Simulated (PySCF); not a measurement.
**SiH3O (SMILES [O][SiH3]) at UM06-2X/STO-3G**

What is the energy change on altering one bond length of SiH3O at UM06-2X/STO-3G? Input form: a Python script.

The results are computed with PySCF 2.14.0.

15 further runs of the same task are left out: 6 that didn't finish, 9 set aside as unsound or not needed.

### Step 1. The structure to begin with

SiH3O: 5 atoms, total charge 0, spin state doublet. As SMILES, `[O][SiH3]`. The shape is that of a GFN2-xTB optimisation.

Bond lengths: O1–Si2 1.530 Å, Si2–H3 1.490 Å, Si2–H4 1.494 Å, Si2–H5 1.496 Å. Angles: O1–Si2–H3 115.3°, O1–Si2–H4 114.5°, O1–Si2–H5 114.3°, H3–Si2–H4 104.6°, H3–Si2–H5 104.2°, H4–Si2–H5 102.6°.

### Step 2. The energy at UM06-2X/STO-3G

File run.py:

```python
from pyscf import gto, dft

system = gto.M(
    atom='''
O     -1.416610     0.267850     0.690210
Si    -0.065850     0.007840     0.019870
H     -0.120650    -0.242400    -1.447490
H      0.685890    -1.159260     0.572930
H      0.917210     1.125960     0.164480
''',
    max_memory=1860,
    charge=0,
    basis='sto-3g',
    verbose=3,
    spin=1,
)

mf = dft.UKS(system, xc='m06-2x')
mf.grids.level = 5
mf.conv_tol = 1e-10
mf.kernel()
if not mf.converged:
    mf = mf.newton().run(mf.mo_coeff, mf.mo_occ)

etot = mf.e_tot
print('Final energy', etot)
```

Started as:

```bash
OMP_NUM_THREADS=1 python run.py
```

The log of the run:

```text
converged SCF energy = -362.010616649333  <S^2> = 0.75325455  2S+1 = 2.0032519
Final energy -362.0106166493328
```

Wall time 11 s (1 thread of Arm Neoverse V1, shared host); peak memory 0.21 GiB.

### Step 3. The distorted shape, same level

File calc.py:

```python
from pyscf import gto, dft

molecule = gto.Mole()
molecule.atom = '''
O     -1.613224     0.044224     0.661288
Si    -0.262464    -0.215786    -0.009052
H     -0.317264    -0.466026    -1.476412
H      0.489276    -1.382886     0.544008
H      0.917210     1.125960     0.164480
'''
molecule.basis = 'sto-3g'
molecule.max_memory = 1860
molecule.verbose = 4
molecule.spin = 1
molecule.charge = 0
molecule.build()

ks = dft.UKS(molecule)
ks.xc = 'm06-2x'
ks.grids.level = 5
ks.conv_tol = 1e-10
ks.kernel()
if not ks.converged:
    ks = ks.newton().run(ks.mo_coeff, ks.mo_occ)

etot = ks.e_tot
print(f'total energy: {etot:.8f} hartree')
```

Started as:

```bash
OMP_NUM_THREADS=1 python calc.py
```

The log of the run:

```text
PySCF version 2.14.0

[INPUT] num. atoms = 5
[INPUT] num. electrons = 25
[INPUT] charge = 0
[INPUT] spin (= nelec alpha-beta = 2S) = 1
[INPUT] symmetry False subgroup None
[INPUT] Mole.unit = angstrom
[INPUT] Symbol           X                Y                Z      unit          X                Y                Z       unit  Magmom
[INPUT]  1 O     -1.613224000000   0.044224000000   0.661288000000 AA   -3.048551537575   0.083571248133   1.249653209461 Bohr   0.0
[INPUT]  2 Si    -0.262464000000  -0.215786000000  -0.009052000000 AA   -0.495985077558  -0.407776441515  -0.017105800880 Bohr   0.0
[INPUT]  3 H     -0.317264000000  -0.466026000000  -1.476412000000 AA   -0.599542069184  -0.880661506927  -2.790014327021 Bohr   0.0
[INPUT]  4 H      0.489276000000  -1.382886000000   0.544008000000 AA    0.924597639323  -2.613275801495   1.028026129572 Bohr   0.0
[INPUT]  5 H      0.917210000000   1.125960000000   0.164480000000 AA    1.733275698712   2.127756027215   0.310822152968 Bohr   0.0

nuclear repulsion = 58.2614189257033
number of shells = 11
number of NR pGTOs = 51
number of NR cGTOs = 17
basis = sto-3g
ecp = {}

******** <class 'pyscf.dft.uks.UKS'> ********
method = UKS
initial guess = minao
damping factor = 0
level_shift factor = 0
DIIS = <class 'pyscf.scf.diis.CDIIS'>
diis_start_cycle = 1
diis_space = 8
diis_damp = 0
SCF conv_tol = 1e-10
SCF conv_tol_grad = None
SCF max_cycles = 50
direct_scf = True
direct_scf_tol = 1e-13
number electrons alpha = 13  beta = 12
XC library pyscf.dft.libxc version 7.0.0
    S. Lehtola, C. Steigemann, M. J.T. Oliveira, and M. A.L. Marques.,  SoftwareX 7, 1–5 (2018)
XC functionals = m06-2x
    Y. Zhao and D. G. Truhlar.,  Theor. Chem. Acc. 120, 215 (2008)
    Y. Zhao and D. G. Truhlar.,  Theor. Chem. Acc. 120, 215 (2008)
radial grids:
    Treutler-Ahlrichs [JCP 102, 346 (1995); DOI:10.1063/1.469408] (M4) radial grids

becke partition: Becke, JCP 88, 2547 (1988); DOI:10.1063/1.454033
pruning grids: <function nwchem_prune>
grids dens level: 5
symmetrized grids: False
atomic radii adjust function: <function treutler_atomic_radii_adjust>
small_rho_cutoff = 0
Set gradient conv threshold to 1e-05
tot grids = 157152
init E= -361.732919960652
[... the frontier-level lines of each cycle are left out ...]


cycle= 1 E= -361.621120266584  delta_E= 0.112  |g|= 0.526  |ddm|= 1.78
cycle= 2 E= -359.890341669098  delta_E= 1.73  |g|= 1.67  |ddm|= 3.04
cycle= 3 E= -361.933361703232  delta_E= -2.04  |g|= 0.185  |ddm|= 2.52
cycle= 4 E= -361.962005633212  delta_E= -0.0286  |g|= 0.0914  |ddm|= 0.288
cycle= 5 E= -361.972440232634  delta_E= -0.0104  |g|= 0.026  |ddm|= 0.221
cycle= 6 E= -361.973847682164  delta_E= -0.00141  |g|= 0.00701  |ddm|= 0.0934
cycle= 7 E= -361.974009544185  delta_E= -0.000162  |g|= 0.0041  |ddm|= 0.0277
cycle= 8 E= -361.974078752233  delta_E= -6.92e-05  |g|= 0.00181  |ddm|= 0.0251
cycle= 9 E= -361.974088735686  delta_E= -9.98e-06  |g|= 0.000373  |ddm|= 0.0126
cycle= 10 E= -361.974089394619  delta_E= -6.59e-07  |g|= 0.000219  |ddm|= 0.00215
cycle= 11 E= -361.974089858675  delta_E= -4.64e-07  |g|= 0.000137  |ddm|= 0.0021
cycle= 12 E= -361.974090083428  delta_E= -2.25e-07  |g|= 0.000124  |ddm|= 0.00136
cycle= 13 E= -361.974090264544  delta_E= -1.81e-07  |g|= 0.000121  |ddm|= 0.00111
cycle= 14 E= -361.974091071289  delta_E= -8.07e-07  |g|= 0.000114  |ddm|= 0.00514
cycle= 15 E= -361.974095561282  delta_E= -4.49e-06  |g|= 7.54e-05  |ddm|= 0.0438
cycle= 16 E= -361.974095645461  delta_E= -8.42e-08  |g|= 4.67e-05  |ddm|= 0.00155
cycle= 17 E= -361.974096110169  delta_E= -4.65e-07  |g|= 4.95e-05  |ddm|= 0.0177
cycle= 18 E= -361.974096119844  delta_E= -9.67e-09  |g|= 5.67e-06  |ddm|= 0.00141
cycle= 19 E= -361.974096120362  delta_E= -5.18e-10  |g|= 5.91e-07  |ddm|= 0.000525
cycle= 20 E= -361.974096120371  delta_E= -8.92e-12  |g|= 4.28e-07  |ddm|= 8.87e-05
Extra cycle  E= -361.974096120371  delta_E= -5.68e-13  |g|= 2.17e-07  |ddm|= 1.41e-06
converged SCF energy = -361.974096120371  <S^2> = 0.76268471  2S+1 = 2.0126447
total energy: -361.97409612 hartree
```

It took 10 s on 1 thread of Arm Neoverse V1, shared host; peak memory 0.21 GiB.

### Step 4. Outcome

Level: UM06-2X/STO-3G.

| quantity | value |
| --- | --- |
| first shape: total energy | -362.01062 Eh |
| first shape: dipole moment | 0.46 D |
| first shape: HOMO energy (highest over α and β) | -6.31 eV |
| first shape: LUMO energy (lowest over α and β) | 1.33 eV |
| first shape: ⟨S²⟩ | 0.753 |
| distorted shape: total energy | -361.97410 Eh |
| distorted shape: dipole moment | 0.46 D |
| distorted shape: HOMO energy (highest over α and β) | -6.30 eV |
| distorted shape: LUMO energy (lowest over α and β) | 1.02 eV |
| distorted shape: ⟨S²⟩ | 0.763 |
| energy change with the Si2–H5 bond stretched from 1.496 to 1.795 Å | 0.994 eV |

**Reading.** With the Si2–H5 bond stretched from 1.496 to 1.795 Å the energy rises by 0.99 eV (95.9 kJ/mol). The first shape isn't relaxed at this level, so the change isn't measured from a minimum. The minimal basis adds a large error of its own.
